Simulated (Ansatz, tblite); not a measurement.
Adding an electron: Si2S⁺ (the lowest doublet isomer of a short search). The state is a doublet with charge 1. Geometry: PBE-D4/def2-TZVP. Ansatz, gas phase; energy differences of separate SCF runs; the reduced species is a singlet (the triplet lies 0.96 eV higher at PBE0-D4/def2-TZVP).

```xyz
3

Si    1.0310    0.8102    0.5023
Si   -0.9508   -0.8099    0.6417
S    -0.0802   -0.0003   -1.1439
```

The xTB rows come from tblite. The structure comes from a short search, and lower isomers may exist.

```json
{"level": "GFN1-xTB", "−HOMO (eV)": "–", "−LUMO (eV)": "–", "vertical EA (eV)": "10.72", "HOMO–LUMO gap (eV)": "–"}
{"level": "GFN2-xTB", "−HOMO (eV)": "–", "−LUMO (eV)": "–", "vertical EA (eV)": "11.20", "HOMO–LUMO gap (eV)": "–"}
{"level": "PBE-D4/def2-TZVP", "−HOMO (eV)": "11.62", "−LUMO (eV)": "10.51", "vertical EA (eV)": "7.74", "HOMO–LUMO gap (eV)": "1.11"}
{"level": "r2SCAN-D4/def2-TZVP", "−HOMO (eV)": "11.96", "−LUMO (eV)": "10.21", "vertical EA (eV)": "7.73", "HOMO–LUMO gap (eV)": "1.75"}
{"level": "PBE0-D4/def2-TZVP", "−HOMO (eV)": "12.59", "−LUMO (eV)": "9.66", "vertical EA (eV)": "7.75", "HOMO–LUMO gap (eV)": "2.93"}
```

  HOMO and LUMO are the levels of the spin that leaves or enters (xTB has no such levels and no spin-polarisation term). Other spin states of the ions may lie lower, which would lower the ionisation energy or raise the affinity. Raw xTB energy differences between charge states are shifted by several eV; the methods need an empirical correction for them.
